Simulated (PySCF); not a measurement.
Compound: 2,3-dimethyl-2-butene, C6H12.
Bonds: C1–C2, C2–C3, C2–C4 (double), C4–C5, C4–C6. Hydrogens: H7, H8, H9 on C1; H10, H11, H12 on C3; H13, H14, H15 on C5; H16, H17, H18 on C6.

The same species was optimised twice, with GFN2-xTB and with PBE0-D3(BJ)/def2-SVP (PySCF), and the same property calculations (PySCF, gas phase) were run on both structures.

```csv
coordinate,GFN2-xTB,PBE0-D3(BJ)/def2-SVP,change
C2=C4 (Å),1.333,1.351,+0.018
C4–C6 (Å),1.507,1.503,-0.004
C2–C3 (Å),1.506,1.504,-0.002
C4–C5 (Å),1.502,1.503,+0.001
C1–C2 (Å),1.502,1.503,+0.001
C3–C2–C4 (°),121.1,124.0,+2.9
C2–C4–C6 (°),121.1,124.0,+2.9
C1–C2–C3 (°),113.8,111.9,-1.9
C5–C4–C6 (°),113.7,111.8,-1.9
C2–C4–C5 (°),125.2,124.1,-1.1
C1–C2–C4 (°),125.1,124.1,-1.0
```

Rotational constants: A = 4414, B = 3106, C = 1910 MHz (GFN2-xTB) against A = 4486, B = 2977, C = 1873 MHz (PBE0-D3(BJ)/def2-SVP). Atoms that the bonding makes alike are paired by their places after alignment.

On the GFN2-xTB structure: lowest singlet, TDDFT (eV) 6.00 [CAM-B3LYP/def2-SVPD]; isotropic polarisability (au) 74.5 [CAM-B3LYP/def2-SVPD]; HOMO (eV) -7.56 [CAM-B3LYP/def2-SVPD]; LUMO (eV) 1.30 [CAM-B3LYP/def2-SVPD]; HOMO (eV) -6.25 [PBE0/pcSseg-1]; LUMO (eV) 1.01 [PBE0/pcSseg-1]; GIAO shielding of C1/C3/C5/C6 (mean) (ppm) 163.9 [PBE0/pcSseg-1]; GIAO shielding of C2/C4 (mean) (ppm) 55.3 [PBE0/pcSseg-1].

**Question.** What do these properties become on the PBE0-D3(BJ)/def2-SVP structure?

**Answer.** 
| property | level | on GFN2-xTB | on PBE0-D3(BJ)/def2-SVP | change |
| --- | --- | --- | --- | --- |
| lowest singlet, TDDFT (eV) | CAM-B3LYP/def2-SVPD | 6.00 | 6.12 | +0.12 |
| isotropic polarisability (au) | CAM-B3LYP/def2-SVPD | 74.5 | 77.2 | +2.7 |
| HOMO (eV) | CAM-B3LYP/def2-SVPD | -7.56 | -7.63 | -0.07 |
| LUMO (eV) | CAM-B3LYP/def2-SVPD | 1.30 | 1.31 | +0.01 |
| energy, GFN2-xTB geometry as zero (kcal/mol) | CAM-B3LYP/def2-SVPD | 0.0 | -1.7 | -1.7 |
| HOMO (eV) | PBE0/pcSseg-1 | -6.25 | -6.35 | -0.10 |
| LUMO (eV) | PBE0/pcSseg-1 | 1.01 | 0.80 | -0.21 |
| energy, GFN2-xTB geometry as zero (kcal/mol) | PBE0/pcSseg-1 | 0.0 | -1.6 | -1.6 |
| GIAO shielding of C1/C3/C5/C6 (mean) (ppm) | PBE0/pcSseg-1 | 163.9 | 163.1 | -0.8 |
| GIAO shielding of C2/C4 (mean) (ppm) | PBE0/pcSseg-1 | 55.3 | 53.3 | -2.0 |

The heavy atoms differ by 0.049 Å rms after alignment. Among the bonds compared C2=C4 changes most (+0.018 Å). Changes are differences of the printed values. Neither structure is proved a minimum here.
